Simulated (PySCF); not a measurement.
## Butanenitrile in a uniform electric field

Species: butanenitrile, C4H7N.
Geometry (PBE0-D3(BJ)/def2-SVP, Å), atoms numbered from 1 in this order:
```xyz
12
C4H7N angstrom
C     -1.578   -0.245   -0.085
C     -0.129   -0.554    0.249
C      0.800    0.615   -0.086
C      2.198    0.344    0.223
N      3.300    0.105    0.482
H     -2.231   -1.094    0.162
H     -1.942    0.630    0.477
H     -1.706   -0.027   -1.158
H      0.208   -1.448   -0.301
H     -0.027   -0.797    1.319
H      0.496    1.519    0.469
H      0.727    0.870   -1.157
```

Level: wB97X-D/def2-SVPD (PySCF); nuclei fixed, core orbitals frozen in the response. Permanent dipole (-4.197, 0.518, -0.818) D (1 au = 2.5417 D). Static polarisability (au):

```
x   68.03 -0.22  3.56
y   -0.22 46.69 -1.05
z    3.56 -1.05 45.10
```

Only the terms in μ and α are kept: μ(F) = μ + αF and ΔE = −μ·F − ½ F·αF.

Problem. Apply 0.003 au along ±x, ±y and ±z in turn. Tabulate induced and total dipoles and both energy terms.

Solution. 
```tsv
field along	induced x (D)	induced y (D)	induced z (D)	total size (D)	−μ·F (kJ/mol)	−½F·αF (kJ/mol)
+x	0.519	-0.002	0.027	3.798	+13.006	-0.804
−x	-0.519	0.002	-0.027	4.819	-13.006	-0.804
+y	-0.002	0.356	-0.008	4.368	-1.605	-0.552
−y	0.002	-0.356	0.008	4.276	+1.605	-0.552
+z	0.027	-0.008	0.344	4.228	+2.535	-0.533
−z	-0.027	0.008	-0.344	4.412	-2.535	-0.533
```

Problem. For the field (0.0024, 0.0021, 0.0024) au, what is the induced dipole, and what angle does it make with the field?

Solution. αF = (0.436, 0.241, 0.291) D, at 12.1° to the field. The polarisability along this direction, F·αF/F², is 55.60 au, against a mean of 53.27 au.

Problem. At what field along the permanent dipole would the induced dipole along it equal the permanent one, in this linear picture?

Solution. The polarisability along the dipole is 68.31 au, so F = 1.6946 au / 68.31 au = 0.0248 au = 1.28 V/Å; higher-order terms are ignored.

Problem. What field makes μF equal to kT at 100 K?

Solution. kT = 0.3167 × 10⁻³ Eh, so F = 0.000187 au = 0.961 MV/cm.

Problem. A unit point charge sits 12 Å away. Estimate the induction energy −αe²/2R⁴ with the mean polarisability, treating the molecule as a point.

Solution. R = 22.68 bohr, so the energy is −53.3/(2 × 22.68⁴) Eh = -0.264 kJ/mol. The charge–dipole term at its most favourable orientation, −μe/R², is -8.65 kJ/mol.

Isolated species at its PBE0-D3(BJ)/def2-SVP geometry (one conformer only).

These values come from a run that also computed excited states and ΔSCF ions. On an Arm Neoverse V1 with one thread, on a shared host, this took 88 s (with the writing of density and orbital grids) and 0.67 GiB of memory at its peak.

Note: wB97X-D ran without an empirical dispersion term, which enters the total energy and its gradient alone.
